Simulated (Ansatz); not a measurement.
Reaction (SMILES): CCl (CH3-Cl) → [CH2]Cl (CH2-Cl) + H atom
B3LYP-D3(BJ)/def2-TZVP geometries, fixed; electronic energies without zero-point terms.
Largest species:
```xyz
5

C      0.0082     0.0133    -1.1337
Cl    -0.0048    -0.0077     0.6605
H      0.0175     1.0478    -1.4634
H      0.8997    -0.5040    -1.4752
H     -0.8852    -0.4920    -1.4879
```
Charge 0, spin multiplicity 1.

Basis-set convergence of the bond dissociation energy at MP2 with Ansatz (a quantum-chemistry and plane-wave program). Cartesian d functions, on some or all atoms, in 6-31G*, 6-31+G*, 6-311G**, 6-311+G**; all else is spherical. Cores are frozen. Open shells are unrestricted. No added dispersion term, no relativity. Functions are those of the species that has most. Reference: Hartree-Fock in aug-cc-pV(Q+d)Z plus the correlation part extrapolated as X^-3 from aug-cc-pV(T+d)Z and aug-cc-pV(Q+d)Z, 107.29 kcal/mol, itself unsure by roughly 0.20 kcal/mol (a third of the extrapolation step and of the last Hartree-Fock step). Deviations are taken from unrounded values.

| basis | functions | bond dissociation energy (kcal/mol) |
|---|---|---|
| 6-31G* | 40 | 99.35 |
| 6-31+G* | 48 | 98.49 |
| def2-SVP | 47 | 102.21 |
| def2-SVPD | 71 | 104.67 |
| pcseg-1 | 47 | 103.60 |
| aug-pcseg-1 | 77 | 105.26 |
| cc-pV(D+d)Z | 52 | 101.57 |
| aug-cc-pV(D+d)Z | 82 | 102.88 |
| 6-311G** | 63 | 103.67 |
| 6-311+G** | 71 | 103.13 |
| def2-TZVP | 86 | 103.64 |
| def2-TZVPD | 110 | 104.06 |
| pcseg-2 | 106 | 105.79 |
| aug-pcseg-2 | 165 | 106.28 |
| cc-pV(T+d)Z | 111 | 105.54 |
| aug-cc-pV(T+d)Z | 170 | 106.26 |
| def2-TZVPP | 115 | 105.51 |
| def2-TZVPPD | 139 | 105.77 |
| cc-pV(Q+d)Z | 209 | 106.61 |
| aug-cc-pV(Q+d)Z | 307 | 106.81 |
| def2-QZVPP | 217 | 106.60 |
| def2-QZVPPD | 241 | 106.63 |
| pcseg-3 | 223 | 106.84 |
| aug-pcseg-3 | 321 | 106.85 |

What the diffuse functions change, pair by pair:
- 6-31G* to 6-31+G*: 8 more functions, deviation -7.94 to -8.81 kcal/mol
- def2-SVP to def2-SVPD: 24 more functions, deviation -5.08 to -2.62 kcal/mol
- pcseg-1 to aug-pcseg-1: 30 more functions, deviation -3.69 to -2.04 kcal/mol
- cc-pV(D+d)Z to aug-cc-pV(D+d)Z: 30 more functions, deviation -5.73 to -4.41 kcal/mol
- 6-311G** to 6-311+G**: 8 more functions, deviation -3.63 to -4.16 kcal/mol
- def2-TZVP to def2-TZVPD: 24 more functions, deviation -3.65 to -3.23 kcal/mol
- pcseg-2 to aug-pcseg-2: 59 more functions, deviation -1.51 to -1.01 kcal/mol
- cc-pV(T+d)Z to aug-cc-pV(T+d)Z: 59 more functions, deviation -1.75 to -1.03 kcal/mol
- def2-TZVPP to def2-TZVPPD: 24 more functions, deviation -1.78 to -1.52 kcal/mol
- cc-pV(Q+d)Z to aug-cc-pV(Q+d)Z: 98 more functions, deviation -0.68 to -0.48 kcal/mol
- def2-QZVPP to def2-QZVPPD: 24 more functions, deviation -0.69 to -0.66 kcal/mol
- pcseg-3 to aug-pcseg-3: 98 more functions, deviation -0.45 to -0.45 kcal/mol

Leaving out the reference's own pair, they bring the value nearer the reference by more than 0.20 kcal/mol in 7 of 11 pairs.
